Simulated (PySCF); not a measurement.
A GIAO shielding run with PySCF 2.14 (density fitting, non-relativistic, gas phase) on Ethyl Isocyanide ([C-]#[N+]CC, C$_{3}$H$_{5}$N):

```
$ OMP_NUM_THREADS=1 python probes_run.py task.json out

{"job": {"kind": "nmr", "xc": "OPBE", "basis": "pcSseg-2", "pop": false}, "charge": 0, "multiplicity": 1}
C      2.513623    -0.632694    -0.292631
N      1.492788    -0.070579    -0.163969
C      0.243088     0.574949    -0.007467
C     -0.907433    -0.414314     0.082463
H      0.291834     1.199945     0.898932
H      0.102691     1.259893    -0.859330
H     -0.964889    -1.030566    -0.826096
H     -1.857378     0.127200     0.196770
H     -0.781583    -1.083263     0.945668
```

Hardware: 1 thread of an Arm Neoverse V1, shared host.

(1) How large is the calculation?

(2) How long does it take, and how much memory does it need?

(3) And these other runs on the same molecule and hardware: GIAO shielding at CAM-B3LYP/pcSseg-2; GIAO shielding at PBE0/pcSseg-1; GIAO shielding at B3LYP/pcSseg-2; GIAO shielding at B97-D/pcSseg-2; GIAO shielding at BLYP/pcSseg-2; GIAO shielding at BP86/pcSseg-2?

Results:

(1) 30 electrons, 214 basis functions and 549 auxiliary functions.

(2) 20 s of wall time, with 14 SCF cycles; peak memory 0.61 GiB. Times on a shared host scatter by some tens of per cent.

(3) CAM-B3LYP/pcSseg-2: 214 functions, 19 s; PBE0/pcSseg-1: 93 functions, 4.9 s; B3LYP/pcSseg-2: 214 functions, 13 s; B97-D/pcSseg-2: 214 functions, 20 s; BLYP/pcSseg-2: 214 functions, 20 s; BP86/pcSseg-2: 214 functions, 20 s.
